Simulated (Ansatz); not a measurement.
## Rutile SnO2

The numbers are results of r²SCAN+rVV10 (plane waves, PAW; Ansatz, a first-principles code), not measurements.

Numerical settings: plane-wave cutoff 560 eV, 8×8×10 k mesh (along the axes of the cell as run), Fermi–Dirac smearing 0.01 eV, scalar-relativistic PAW data made under PBE.

Cell: relaxed at this level.

For rutile SnO2, the volume per atom is 12.00 Å³/atom and the bulk modulus B0 is 209 GPa. The lattice parameter a is 4.745 Å, the c axis length is 3.199 Å and the band gap is 1.81 eV. The pressure derivative B′ of the bulk modulus is 5.2.

Measured, for comparison: band gap 3.81 eV (zero-point renormalisation of 215 meV (computed, non-adiabatic AHC, without the lattice-expansion part) added back here to the 1.8 K gap of; inputs from Miglio et al. (2020), arXiv:2011.12765); bulk modulus 212 GPa (temperature not stated, no zero-point or thermal correction, from measured elastic constants; as tabulated in Toher et al. (2017), arXiv:1611.05714); lattice constant a 4.737 Å, lattice parameter c 3.186 Å (room temperature, no zero-point or thermal correction; as tabulated in Hiroi (2015), arXiv:1503.02262). Computed (rounded) less measured: bulk modulus -1 %, lattice constant a +0.2 %, lattice parameter c +0.4 %.

Note: the bulk modulus comes from volumes at which shape and atoms were relaxed.

Spin–orbit coupling is not included.

Static lattice: no zero-point or thermal effects.

Computing time: about 13 core-minutes (a rough figure).
